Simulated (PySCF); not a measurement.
From one molecule to another.

First species: C7H11F3O.
Geometry (GFN2-xTB, Å), atoms numbered from 1 in this order:
```xyz
22
C7H11F3O angstrom
C     -1.083   -1.297   -1.059
C     -1.127   -0.329    0.123
C     -2.056    0.849   -0.170
C      0.266    0.177    0.465
O      0.820    0.936   -0.626
C      1.915    0.524   -1.213
F      1.987   -0.800   -1.438
F      3.050    0.822   -0.538
F      2.033    1.121   -2.399
C      1.163   -0.614    1.365
C      0.574    0.681    1.845
H     -0.389   -2.112   -0.866
H     -0.765   -0.779   -1.961
H     -2.070   -1.715   -1.236
H     -1.494   -0.864    1.004
H     -1.677    1.419   -1.014
H     -3.053    0.490   -0.408
H     -2.117    1.510    0.691
H      0.768   -1.540    1.754
H      2.224   -0.651    1.171
H      1.234    1.530    1.928
H     -0.214    0.661    2.580
```

Second species: 2,2,2-trifluoroethanol, C2H3F3O.
SMILES: `OCC(F)(F)F`

Levels: PBE0/pcSseg-1 for dipole moment, HOMO energy, LUMO energy and HOMO–LUMO gap; GFN2-xTB for rotational constant A and rotational constant C. Geometries: GFN2-xTB. Each species is one conformer at its optimised geometry, gas phase, non-relativistic unless stated; the electronic structure was computed with PySCF and density fitting.

The conformers computed, where there is a choice (atom-mapped SMILES and torsion angles):
- `[CH3:1][CH:2]([CH3:3])[C:4]1([O:5][C:6]([F:7])([F:8])[F:9])[CH2:10][CH2:11]1`: C1–C2–C4–O5 63°, C2–C4–O5–C6 -118°, C4–O5–C6–F7 42°
- `[OH:1][CH2:2][C:3]([F:4])([F:5])[F:6]`: O1–C2–C3–F4 57°, H–O1–C2–C3 -59°

Question: Which of the two has the higher rotational constant A, and by how much?

Answer: The second: 5.357 GHz against 1.603 GHz, a difference of 3.754 GHz.

Question: Which has the higher HOMO–LUMO gap?

Answer: The second: 9.94 eV against 9.46 eV, a difference of 0.48 eV.

Question: Which of the two has the higher dipole moment, and by how much?

Answer: The first: 2.98 D against 1.65 D, a difference of 1.33 D.

Question: Which has the higher HOMO energy?

Answer: The first: -8.34 eV against -8.77 eV, a difference of 0.43 eV.

Question: Which has the higher rotational constant C?

Answer: The second: 2.780 GHz against 0.758 GHz, a difference of 2.022 GHz.

On the first: In atomic units the dipole is 1.17 e·bohr (1 au = 2.5417 D).

On the second: The dipole equals about 5.5 × 10⁻³⁰ C·m (1 D = 3.33564 × 10⁻³⁰ C·m).
